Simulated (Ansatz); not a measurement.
Geometry optimisation, UKS B3LYP-D4/def2-SVP in Ansatz.

The input (input.yaml):

```yaml
crystal:
  periodic: [false, false, false]
  atoms:
    - { symbol: "N", position_ang: [-0.40322, 0.43535, -0.29104] }
    - { symbol: C, position_ang: [0.39248, -0.46556, 0.28246] }
    - { symbol: Si, position_ang: [1.47447, -1.56805, 1.04831] }
    - { symbol: H, position_ang: [-0.43266, -0.97022, -0.2201] }
    - { symbol: H, position_ang: [-0.38823, 1.41588, -0.03342] }
magnetization:
  spin_polarized: true
  initial_magnetization: 1
basis:
  gaussian: { orbitals: def2-SVP }
hamiltonian:
  xc: b3lyp
  dispersion: d4
relax:
  f_tol: 0.02
  max_steps: 50
```

Run as:

```bash
$ ansatz run input.yaml --threads 1 --pin off --max-ram 2048MiB --backend cpu --events-out ev --progress --plain --runs-dir out
```

Problem. Where does it end, and by what steps?

Solution. The run converged. After 10 steps the energy has fallen by 1.884 eV; H4 moved furthest, 0.56 Å.

```tsv
step	energy less start (eV)	largest force component (eV/Å)	accepted
0	0.0000	3.773	yes
1	-0.5290	2.933	yes
2	-1.2953	2.784	yes
3	-1.6654	1.990	yes
4	-1.8332	0.859	yes
5	-1.8559	0.535	yes
6	-1.8679	0.126	yes
7	-1.8716	0.173	yes
8	-1.8771	0.584	yes
9	-1.8834	0.140	yes
10	-1.8838	0.019	yes
```

```xyz
5
Properties=species:S:1:pos:R:3
N -0.519 0.609 -0.257
C 0.198 -0.325 0.202
Si 1.317 -1.508 0.933
H -0.173 -1.458 -0.130
H -0.180 1.531 0.039
```

Time of the run: 27 s on 1 thread of Arm Neoverse V1, on a shared host, peak memory 0.14 GiB.
